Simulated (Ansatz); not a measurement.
Nudged elastic band run: BClH₄O

Input:

```yaml
crystal:
  periodic: [false, false, false]
  atoms:
    - { symbol: B, position_ang: [-0.144287, -0.430123, -0.010448] }
    - { symbol: O, position_ang: [-0.494284, 0.132465, 1.171906] }
    - { symbol: H, position_ang: [-1.113902, -0.387147, 1.70218] }
    - { symbol: H, position_ang: [0.625246, 0.188939, -0.697524] }
    - { symbol: H, position_ang: [-0.600454, -1.503004, -0.329006] }
    - { symbol: Cl, position_ang: [0.772755, 3.024902, 1.605993] }
    - { symbol: H, position_ang: [0.195125, 1.858668, 1.581399] }
basis:
  gaussian: { orbitals: def2-SVP }
hamiltonian:
  xc: b3lyp
  dispersion: d4
neb:
  order_check: false
  images: 5
  f_tol: 0.05
  max_iterations: 60
  initial_path: linear
  final_atoms:
    - { symbol: B, position_ang: [0.00888932, 0.36116154, 0.01995563] }
    - { symbol: O, position_ang: [-0.15377803, -0.09805759, 1.62066987] }
    - { symbol: H, position_ang: [-1.0475205, 0.16449166, 1.90536971] }
    - { symbol: H, position_ang: [1.15852158, 0.07990342, -0.2181805] }
    - { symbol: H, position_ang: [-0.86748036, -0.26796649, -0.52258964] }
    - { symbol: Cl, position_ang: [-0.31251899, 2.18581774, 0.07973584] }
    - { symbol: H, position_ang: [0.45408598, 0.45934972, 2.13953908] }
```

Launched with:

```bash
$ ansatz run input.yaml --threads 1 --pin off --max-ram 2048MiB --backend cpu --events-out ev --progress --plain --runs-dir out
```

Output, in part (warnings, iteration lines, the closing report on the highest movable image, with atoms numbered from 0):

```
NEB end point (image 0): max|allowed force component| = 1.947e-2 eV/Å (the criterion of neb.relax_end_points is 1.000e-2)
NEB end point (image 6): max|allowed force component| = 2.349e-2 eV/Å (the criterion of neb.relax_end_points is 1.000e-2)
NEB iter   1: max|band force component| = 7.813e0 eV/Å  barrier→ = 2.5618 eV  barrier← = 2.4174 eV  Δτ_max = 0.2000 Å  (169 SCF iters)
NEB iter   2: max|band force component| = 2.157e0 eV/Å  barrier→ = 1.2744 eV  barrier← = 1.1300 eV  Δτ_max = 0.2000 Å  (142 SCF iters)
NEB iter   3: max|band force component| = 1.816e0 eV/Å  barrier→ = 0.8710 eV  barrier← = 0.7267 eV  Δτ_max = 0.1495 Å  (137 SCF iters)
NEB iter   4: max|band force component| = 1.194e0 eV/Å  barrier→ = 0.8787 eV  barrier← = 0.7343 eV  Δτ_max = 0.1964 Å  (139 SCF iters)
NEB iter   5: max|band force component| = 1.229e0 eV/Å  barrier→ = 0.7942 eV  barrier← = 0.6498 eV  Δτ_max = 0.0976 Å  (138 SCF iters)
NEB iter   6: max|band force component| = 7.165e-1 eV/Å  barrier→ = 0.7838 eV  barrier← = 0.6394 eV  CI = image 4  Δτ_max = 0.1819 Å  (141 SCF iters)
NEB iter   7: max|band force component| = 1.437e0 eV/Å  barrier→ = 0.9020 eV  barrier← = 0.7576 eV  CI = image 4  Δτ_max = 0.0916 Å  (147 SCF iters)
NEB iter   8: max|band force component| = 2.527e0 eV/Å  barrier→ = 0.8650 eV  barrier← = 0.7206 eV  CI = image 4  Δτ_max = 0.0447 Å  (141 SCF iters)
NEB iter   9: max|band force component| = 5.373e-1 eV/Å  barrier→ = 0.8566 eV  barrier← = 0.7122 eV  CI = image 4  Δτ_max = 0.0895 Å  (135 SCF iters)
NEB iter  10: max|band force component| = 2.476e-1 eV/Å  barrier→ = 0.8490 eV  barrier← = 0.7047 eV  CI = image 4  Δτ_max = 0.0209 Å  (142 SCF iters)
NEB iter  11: max|band force component| = 2.369e-1 eV/Å  barrier→ = 0.8461 eV  barrier← = 0.7018 eV  CI = image 4  Δτ_max = 0.0240 Å  (133 SCF iters)
NEB iter  12: max|band force component| = 7.443e-2 eV/Å  barrier→ = 0.8459 eV  barrier← = 0.7015 eV  CI = image 4  Δτ_max = 0.0225 Å  (132 SCF iters)
NEB iter  13: max|band force component| = 4.869e-2 eV/Å  barrier→ = 0.8457 eV  barrier← = 0.7013 eV  CI = image 4  Δτ_max = 0.0000 Å  (238 SCF iters)
Total energy: -15306.04299629 eV, -562.4867053051 hartree
Atom 0 at     0.026873     0.183112     0.087539 Å, force     0.013277    -0.000213     0.018355 eV/Å
Atom 1 at     0.088745    -0.199252     1.526369 Å, force    -0.003308     0.004476    -0.007280 eV/Å
Atom 2 at    -0.742863    -0.595691     1.826311 Å, force    -0.003724    -0.003487    -0.006297 eV/Å
Atom 3 at     1.097318     0.230230    -0.445331 Å, force    -0.006539     0.001089    -0.006803 eV/Å
Atom 4 at    -0.993160    -0.091168    -0.484512 Å, force    -0.005685    -0.006952    -0.007058 eV/Å
Atom 5 at    -0.222109     2.297925     0.824858 Å, force     0.000784    -0.002990    -0.002227 eV/Å
Atom 6 at    -0.014605     1.059544     1.689268 Å, force     0.005194     0.008076     0.011310 eV/Å
Dipole moment:    -0.259232    -0.394046     0.341382 e Å
```

It converged. Another band between the same ends (5 images) ends at a top of the same energy, where a vibrational analysis finds 1 clearly imaginary mode. The orbitals stay closed-shell, which can raise the energy where a bond breaks towards radicals; this wasn't checked here.

Final band (atoms are numbered from 1 in the order of the input):

```
image  path coordinate (Å)  energy (kcal/mol)  Cl6–H7 (Å)  B1–Cl6 (Å)  O2–H7 (Å)
    0                 0.00                0.0        1.30        3.92       1.90
    1                 0.75                0.4        1.30        3.79       1.93
    2                 1.49                1.0        1.30        3.50       2.03
    3                 2.24                3.4        1.30        2.94       1.94
    4                 2.98               19.5        1.52        2.25       1.27
    5                 3.78                3.7        2.38        1.86       0.98
    6                 4.58                3.3        2.79        1.85       0.97
```

Run time: 90 s on 1 thread of Intel(R) Xeon(R) Platinum 8488C (Sapphire Rapids), on a shared host, peak memory 0.14 GiB.
